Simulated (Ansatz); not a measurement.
Reaction (SMILES): [CH2]F (CH2-F) → [CH2-]F (an electron is taken up)
B3LYP-D3(BJ)/def2-TZVP geometries, fixed; electronic energies without zero-point terms; positive where energy is released.
Largest species:
```xyz
4

C     -0.0106     0.4978     0.4277
F      0.0121    -0.4855    -0.4825
H     -0.9803     0.6938     0.8618
H      0.9347     0.6892     0.9145
```
Charge 0, spin multiplicity 2.

Effect of a fitting basis named in the input at MP2/def2-TZVPP with Ansatz (a program for electronic structure), against the last row, where the adiabatic electron affinity is -0.21 eV (the electron is unbound at this level). Cores are frozen. Open shells are unrestricted. The default fits or decomposes integrals by the program's own choice; accuracy: high also tightens integrals, grids and stops.

```json
[
 {"setting": "fitting: def2-universal-jkfit and def2-SVP-RIFIT", "largest shift of a total energy (mEh)": "-3.429", "shift of the adiabatic electron affinity (eV)": "-0.005"},
 {"setting": "fitting: def2-universal-jkfit and cc-pVDZ-RIFIT", "largest shift of a total energy (mEh)": "-2.024", "shift of the adiabatic electron affinity (eV)": "-0.007"},
 {"setting": "fitting: def2-universal-jkfit and cc-pVTZ-RIFIT", "largest shift of a total energy (mEh)": "0.204", "shift of the adiabatic electron affinity (eV)": "-0.003"},
 {"setting": "fitting: def2-universal-jkfit and aug-cc-pVTZ-RIFIT", "largest shift of a total energy (mEh)": "0.151", "shift of the adiabatic electron affinity (eV)": "-0.001"},
 {"setting": "fitting: def2-universal-jkfit and cc-pVQZ-RIFIT", "largest shift of a total energy (mEh)": "0.166", "shift of the adiabatic electron affinity (eV)": "-0.001"},
 {"setting": "fitting: def2-universal-jkfit and aug-cc-pVQZ-RIFIT", "largest shift of a total energy (mEh)": "0.140", "shift of the adiabatic electron affinity (eV)": "-0.001"},
 {"setting": "accuracy: high", "largest shift of a total energy (mEh)": "-0.004", "shift of the adiabatic electron affinity (eV)": "0.000"},
 {"setting": "accuracy: medium (default)", "largest shift of a total energy (mEh)": "0.000", "shift of the adiabatic electron affinity (eV)": "0.000"}
]
```

Within 0.002 eV in the adiabatic electron affinity: fitting: def2-universal-jkfit and aug-cc-pVTZ-RIFIT; fitting: def2-universal-jkfit and cc-pVQZ-RIFIT; fitting: def2-universal-jkfit and aug-cc-pVQZ-RIFIT; accuracy: high. The largest shift is 3.429 mEh in a total energy and 0.007 eV in the difference.
